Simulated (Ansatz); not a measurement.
This Ansatz (an electronic-structure program) input (PBE0/pcseg-0) gives -75.39891 Eh with 11 basis functions. A basis named .json is the Basis Set Exchange file of that set (core-valence sets with the plain set on hydrogen).

Ansatz 0.2 input:
```yaml
crystal:
  periodic: [false, false, false]
  atoms:
    - {symbol: O, position_ang: [-0.00000000, -0.00000000, -0.10780207]}
    - {symbol: H, position_ang: [0.00000000, 0.00000000, 0.86241659]}
basis:
  gaussian:
    orbitals: pcseg-0.json
hamiltonian:
  xc: {name: PBE0}
total_charge: -1
magnetization: {spin_polarized: false}
```

Change:
```diff
- orbitals: pcseg-0.json
+ orbitals: 6-311++G_3df_3pd_.json
```

Q: What does the run give now?

A: -75.73939 Eh (PBE0/6-311++G(3df,3pd), 57 functions), a change of -340.48 mEh.
